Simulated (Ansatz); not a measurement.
**AlN (triplet): wave-function methods side by side at distance Al1–N2 = 2.431 Å, 6-31G**

How much of the correlation energy of AlN (triplet) does each wave-function method recover here?

Method: 6-31G, core rule «outside noble gas», up to 6 orbitals frozen; program: Ansatz 0.2.0, Gaussian basis.

Plan: UHF; CCSD(T) on ROHF; CCSD(T) on UHF; BCCD(T) on ROHF; CISD; CCSDT(Q) on ROHF; CCSDT(Q) on UHF; CISDTQ; CCSDTQ on ROHF; CCSDTQ on UHF; CASSCF and MRCISD+Q, 4 electrons in 4 orbitals; CASSCF and NEVPT2, 4 electrons in 4 orbitals; CASSCF and MRCISD+Q, 8 electrons in 8 orbitals; CASSCF and NEVPT2, 8 electrons in 8 orbitals; Full CI.

19 further runs of the same task are left out: 2 for a known fault of the program, 11 that didn't finish, 6 set aside as unsound or not needed.

## (1) What is computed

The geometry derives from a PBE0/def2-TZVP stationary point (not a proven minimum). One bond is set to the value named and the two fragments are kept rigid.

2 atoms, charge 0, spin multiplicity 3.

Atoms are counted from 1 here; the program's logs count them from 0.

No contacts short enough for the rule that draws bonds.

Coordinates:

| atom | x (Å) | y (Å) | z (Å) |
| --- | --- | --- | --- |
| Al1 | 0.0000 | 0.0000 | 0.0000 |
| N2 | 0.0000 | 0.0000 | 2.4310 |

## (2) UHF

File in.yaml:

```yaml
crystal:
  periodic: [false, false, false]
  atoms:
    - {symbol: Al, position_ang: [0.000000, 0.000000, 0.000000]}
    - {symbol: N, position_ang: [0.000000, 0.000000, 2.431000]}
basis:
  gaussian: {orbitals: 6-31G}
magnetization: {spin_polarized: true, initial_magnetization: 2}
hamiltonian: {xc: hf}
output: {orbitals: {seedname: orbitals}}
```

Launch:

```sh
$ ansatz run in.yaml --threads 1 --pin off --events-out ev --progress --plain --max-ram 2393MiB
```

After this run come: CCSD(T) on ROHF; CCSD(T) on UHF; BCCD(T) on ROHF; CISD; CCSDT(Q) on ROHF; CCSDT(Q) on UHF; CISDTQ; CCSDTQ on ROHF; CCSDTQ on UHF; CASSCF and MRCISD+Q, 4 electrons in 4 orbitals; CASSCF and NEVPT2, 4 electrons in 4 orbitals; CASSCF and MRCISD+Q, 8 electrons in 8 orbitals; CASSCF and NEVPT2, 8 electrons in 8 orbitals; Full CI.

Before running them: what should the planned runs give, taken together? Wanted: FCI from the RHF energy; RMP2 from FCI; UMP2 from FCI; RCCSD from FCI; RCCSD(T) from FCI; UCCSD(T) from FCI; RCCSDT(Q) from FCI; UCCSDT(Q) from FCI; NEVPT2 pair from FCI.

The runs gave:

| quantity | value |
| --- | --- |
| FCI from the ROHF energy | -3.2159 eV |
| RMP2 from FCI | +856.0 meV |
| UMP2 from FCI | +982.2 meV |
| RCCSD from FCI | +95.8 meV |
| RCCSD(T) from FCI | +31.4 meV |
| UCCSD(T) from FCI | +31.6 meV |
| RCCSDT(Q) from FCI | +1.1 meV |
| UCCSDT(Q) from FCI | -0.8 meV |
| NEVPT2 pair from FCI | +675.2 meV |
| NEVPT2 valence from FCI | +374.7 meV |
| MRCISD+Q valence from FCI | +24.2 meV |
| levels within 1 kcal/mol (43 meV) | RCCSD(T), UCCSD(T), BCCD(T), RCCSDT, UCCSDT, CISDTQ, RCCSDT(Q), UCCSDT(Q), RCCSDTQ, UCCSDTQ, MRCISD+Q valence |
| T1 diagnostic | 0.043 |
| effectively unpaired electrons | 2.15 |

What this shows: RCCSD(T) lands +31.4 meV from the yardstick (1.0 % of the correlation energy). The occupations are near whole numbers, but T1 = 0.043 shows that the orbitals relax strongly. Of the multireference levels listed MRCISD+Q valence comes nearest in total energy (+24.2 meV), which doesn't show that its space is the better one. These misses are within one basis, not against nature; the frozen cores of restricted and unrestricted runs differ, which can shift their rows.

Levels on UHF freeze UHF's core orbitals, full CI those of ROHF, so the U rows can settle a little off it for that reason alone.

With open shells the CI space here admits some triples and quadruples, so it is larger than plain CISD.
